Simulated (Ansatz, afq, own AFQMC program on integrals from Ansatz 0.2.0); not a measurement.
**BI, singlet in def2-TZVP, levels against CCSDT(Q)**

```xyz
2

B    -0.0638   -1.0373    0.4018
I     1.9044   -1.4556    1.1053
```

Basis def2-TZVP with its core potentials. Noble-gas cores (and the filled d shells of Ga–Kr and In–Xe) are frozen. Ansatz 0.2.0 and our own AFQMC program on the same integrals; the CISD trial comes from CCSD amplitudes, and released means the phaseless constraint is let go. Uncertainties: one standard error, sampling alone. No spin–orbit coupling.

Determinant: RHF, the one that the program's search chose, which needn't be the lowest solution. The geometry is a PBE0/def2-SVP stationary point of this or a neighbouring charge and spin state.

No full CI on the walks' own integrals is used here; CCSDT(Q) serves as the reference and is uncertain by about the last step of the cluster series.

Cautions: no spin-orbit coupling; inner d shell frozen; higher spins were not checked; restricted determinant unstable towards unrestricted (UHF 61 meV lower, ⟨S²⟩ 0.30); raised T1 diagnostic (T1 0.023, weight of the determinant 0.85, largest double 0.08).

```
T1 diagnostic                               : 0.0233
weight of the determinant in the CISD state : 0.847
size of the correlated space                : 10 electrons in 71 orbitals
```

```tsv
level	correlation energy (eV)
MP2	-5.6858
CCSD	-6.4765
CCSD(T)	-6.8201
```

Question: Estimate where phaseless AFQMC with a CISD trial lies against CCSD(T) on the same integrals.

Answer: 0.68 ± 0.12 kcal/mol below CCSD(T).

Reference: CCSDT(Q), correlation energy -6.874 eV. The released energy is read at 2.40 1/Eh (meV from the phaseless value at times in 1/Eh: -5 ± 5 at 0.24, -10 ± 4 at 0.51, -14 ± 3 at 0.99, -16 ± 5 at 1.62, -18 ± 5 at 2.40).

```json
{"level": "CCSD(T)", "E − E(reference) (kcal/mol)": "1.24", "share of correlation (%)": "99.22"}
{"level": "CCSDT", "E − E(reference) (kcal/mol)": "0.53", "share of correlation (%)": "99.67"}
{"level": "ph-AFQMC/CISD", "E − E(reference) (kcal/mol)": "0.56 ± 0.12", "share of correlation (%)": "99.65"}
{"level": "released AFQMC", "E − E(reference) (kcal/mol)": "0.14 ± 0.12", "share of correlation (%)": "99.91"}
```

A walk keeps the symmetry of its determinant, which the program's search chose and which needn't be the lowest solution, so a lower state of the same spin and another symmetry isn't excluded. Released energies are given only where the last usable release times agree within the noise; a slower fall can still hide under it.
